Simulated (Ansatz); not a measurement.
Two structures of CH$_{7}$BO, closed shell, reached by relaxing down either side of one saddle point (PBE0-D4/def2-TZVP). Energies are electronic, without zero-point energy. Program: Ansatz 0.2.0. Basis: def2-TZVPP and def2-QZVPP. Cores are frozen in the correlated methods. Extrapolation: Hartree–Fock as exp(−7.88 √X), correlation as X^−2.97. First:

| atom | x (Å) | y (Å) | z (Å) |
| --- | --- | --- | --- |
| B1 | -0.2125 | 0.4285 | -1.6666 |
| O2 | -1.5089 | 0.0845 | -1.5298 |
| H3 | 0.6156 | -0.3985 | -1.9393 |
| H4 | 0.0588 | 1.5833 | -1.5129 |
| H5 | -0.4152 | 0.2713 | 1.3855 |
| C6 | 0.5426 | -0.1692 | 1.6613 |
| H7 | -1.6714 | -0.8528 | -1.6624 |
| H8 | 0.4469 | -1.2540 | 1.7058 |
| H9 | 0.8471 | 0.2082 | 2.6371 |
| H10 | 1.2970 | 0.0986 | 0.9212 |

Second:

B1  (0.290, 0.199, -0.556)
O2  (-1.419, -0.009, -0.488)
H3  (0.617, -0.691, -1.315)
H4  (0.347, 1.304, -1.041)
H5  (-1.598, -0.896, -0.153)
C6  (0.764, 0.045, 0.952)
H7  (-1.751, 0.024, -1.393)
H8  (0.559, -0.943, 1.385)
H9  (0.339, 0.801, 1.620)
H10  (1.852, 0.166, 0.990)
(Å)

(1) Which bonds change from the first to the second?

(2) Give the saddle point's structure and its height above each. (Judge from chemistry; the value comes from the calculation.)

T1 diagnostic: at most 0.013.

## Answers

(1) BH₃O ([BH2][OH]) + CH₄ → CH₅B ([BH2][CH3]) + H₂O (still joined by a long B–O bond); bonds formed: B1–C6, O2–H5; bonds broken: H5–C6; bonds weakened to dative contacts: B1–O2.

(2) Computed: 221.9 kJ/mol above the first and 119.0 kJ/mol above the second (CCSD(T) at an estimated basis limit (MP2 extrapolated from triple and quadruple zeta, plus CCSD(T) − MP2 in triple zeta)).
```
atom    x (Å)    y (Å)    z (Å)
  B1   0.1408   0.3012  -0.7511
  O2  -1.4253   0.1029  -0.7387
  H3   0.6897  -0.5257  -1.4271
  H4   0.4161   1.4543  -0.9138
  H5  -0.7376  -0.1245   0.2734
  C6   0.4732  -0.0879   0.9446
  H7  -1.6475  -0.7199  -1.1827
  H8   0.4134  -1.1194   1.3032
  H9   0.1460   0.6025   1.7255
 H10   1.5313   0.1164   0.7666
```

Labels in which every atom is bracketed show which atoms are joined, not bond orders.

For scale, one of the runs: CCSD(T)/def2-TZVPP, 191 basis functions, launched by `ansatz run in.yaml --threads 2 --pin off --events-out ev --progress --plain --max-ram 4352MiB`. Time: 79 s of wall clock on 2 CPU threads of an Arm Neoverse N1; the host was shared. Peak host memory: 2.2 GiB.
